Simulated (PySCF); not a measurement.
C₂H₆S. Atoms are numbered in the order given.

```xyz
9

C      1.3688     0.0000    -0.5070
S      0.0000     0.0000     0.6544
C     -1.3688     0.0000    -0.5070
H      1.3533    -0.8926    -1.1358
H      2.2887     0.0000     0.0784
H      1.3533     0.8926    -1.1358
H     -1.3533    -0.8926    -1.1358
H     -2.2887     0.0000     0.0784
H     -1.3533     0.8926    -1.1358
```

Geometry: PBE0-D3(BJ)/def2-TZVP.

Method: PBE/def2-TZVPD (PySCF).

Isolated molecule, no solvent.

The total energy is -477.76552 hartree and the point group is C2v. The highest occupied level is -5.06 eV. The lowest empty level is -0.33 eV and the orbital gap comes out as 4.73 eV. The dipole moment comes out as 1.56 D and the quadrupole, principal values (traceless, Buckingham form, about the centre of nuclear charge) comes out as -2.38, -2.03, 4.41 D·Å. The mean static polarisability is 51.0 bohr³ (7.56 Å³) and the polarisability, principal values is 43.8, 50.4, 58.9 bohr³.
